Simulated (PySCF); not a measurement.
trifluoromethane (CHF3), SMILES FC(F)F. Geometry optimised at PBE-D3(BJ)/def2-TZVP.

Computed equilibrium geometry at PBE-D3(BJ)/def2-TZVP (PySCF confirms it by a frequency run) as bond lengths and angles, and its point group:
point group C3v.
Atoms: F1 C2 F3 F4 H5. Bonded distances (Å): F1–C2 1.351, C2–F3 1.351, C2–F4 1.351, C2–H5 1.101. Angles (°): F1–C2–F3 108.5, F1–C2–F4 108.5, F1–C2–H5 110.4, F3–C2–F4 108.5, F3–C2–H5 110.4, F4–C2–H5 110.4.
Charge 0, spin multiplicity 1.
